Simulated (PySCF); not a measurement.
## Working out the ionisation energy of Mg

Mg [Ne] 3s2 (1S) → Mg⁺ [Ne] 3s1 (2S). Calculation: PySCF 2.14, in ANO-RCC-VTZP (5s4p2d1f, 34 functions); scalar relativity by spin-free X2C-1e. Frozen: 1s2. Energies in hartree (1 hartree = 27.21139 eV):

```csv
part,Mg (lower),Mg⁺ (upper)
UHF,-199.920104,-199.676792
CCSD correlation,-0.275627,-0.241790
(T),-0.001868,-0.000915
```

**Question.** What does Hartree-Fock give?

**Answer.** (-199.676792) − (-199.920104) = 0.243312 hartree = 6.621 eV.

**Question.** What do CCSD and CCSD(T) give?

**Answer.** The CCSD correlation energies differ by 0.033837 hartree = 0.921 eV and the triples by 0.000953 hartree = 0.026 eV, so CCSD gives 7.542 eV and CCSD(T) 7.568 eV.

Measured between the centres of the two terms (NIST): 7.646 eV, so CCSD(T) (valence and next inner shell) is off by -0.078 eV.

What remains against the reference includes basis incompleteness, the frozen core and higher excitations.
